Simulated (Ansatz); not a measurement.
# C2H4NO: the cost of one run

All numbers below are computed with Ansatz 0.2.0 (RKS B3LYP-D4/6-31G).

## 1. The system as given

Bond lengths: C1–O2 1.369 Å, O2–C3 1.626 Å, C3–N4 1.184 Å, C1–H5 1.103 Å, C1–H6 1.105 Å, C1–H7 1.105 Å, C3–H8 1.109 Å. Angles: C1–O2–C3 112.2°, O2–C1–H5 109.3°, O2–C1–H6 112.0°, O2–C1–H7 111.9°, H5–C1–H6 108.4°, H5–C1–H7 108.4°, H6–C1–H7 106.7°, O2–C3–N4 125.4°, O2–C3–H8 96.8°, N4–C3–H8 137.8°.

Structure file:

```xyz
8

C     0.1220    0.9327   -0.4608
O     0.0610   -0.4049   -0.7463
C    -0.1630   -1.3086    0.5868
N    -0.2614   -0.8902    1.6895
H     0.2646    1.4993   -1.3959
H     0.9569    1.1722    0.2221
H    -0.8016    1.2934    0.0274
H    -0.1784   -2.2939    0.0772
```

## 2. Relaxing end A

input.yaml reads:

```yaml
crystal:
  periodic: [false, false, false]
  atoms:
    - { symbol: C, position_ang: [0.12198, 0.93273, -0.46077] }
    - { symbol: O, position_ang: [0.06101, -0.40491, -0.74633] }
    - { symbol: C, position_ang: [-0.16296, -1.30863, 0.5868] }
    - { symbol: "N", position_ang: [-0.26143, -0.89025, 1.6895] }
    - { symbol: H, position_ang: [0.26462, 1.4993, -1.39586] }
    - { symbol: H, position_ang: [0.95686, 1.17216, 0.22208] }
    - { symbol: H, position_ang: [-0.80163, 1.29345, 0.02738] }
    - { symbol: H, position_ang: [-0.17845, -2.29386, 0.07719] }
total_charge: -1
basis:
  gaussian: { orbitals: "6-31G" }
hamiltonian:
  xc: b3lyp
  dispersion: d4
relax:
  f_tol: 0.015
  max_steps: 40
```

On the command line:

```
$ ansatz run input.yaml --threads 1 --pin off --max-ram 2048MiB --backend cpu --events-out ev --progress --plain --runs-dir out
```

What time and memory should one allow on 1 thread of Arm Neoverse N1, shared host?

About 41 s, with a peak of 0.12 GiB.
